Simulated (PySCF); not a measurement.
A species of formula [C5H7]+ has this rotational fingerprint, computed with PBE0-D3(BJ)/def2-SVP geometry optimisation, gas phase (PySCF):

```
Rotational constants                         : A = 10316, B = 5140, C = 3863 MHz
Dipole components (about the centre of mass) : |μa| = 0.31 D, |μb| = 0.26 D, |μc| = 0.58 D
Inertial defect                              : -16.50 u·Å²
κ                                            : -0.60
```

Task: Which candidate fits, each taken in the one conformer that was computed?
A. `C1=CCC[CH+]1`
B. `C#C[C+](C)C`
C. `[CH3:1][C+:2]1[CH:3]=[CH:4][CH2:5]1` (charge +1) with C1–C2–C3–C4 136°, C3–C4–C5–C2 -24°, C1–C2–C5–C4 -139°

Result: C. It is C[C+]1C=CC1, an asymmetric top. The candidates at the same level (rigid rotor, commonest isotopes):

```tsv
SMILES	A (MHz)	B (MHz)	C (MHz)	μa (D)	μb (D)	μc (D)	Δ (u·Å²)	point group	rotor
C#C[C+](C)C	8664	3904	2783	0.03	0.00	0.00	-6.17	C2	asymmetric top
C[C+]1C=CC1	10316	5140	3863	0.31	0.26	0.58	-16.50	–	asymmetric top
C1=CCC[CH+]1	8095	7694	4142	0.20	0.00	0.00	-6.10	C2v	asymmetric top
```

`C#C[C+](C)C` has C 28 % too low; `C1=CCC[CH+]1` has B 50 % too high. No structure here is proved a minimum.
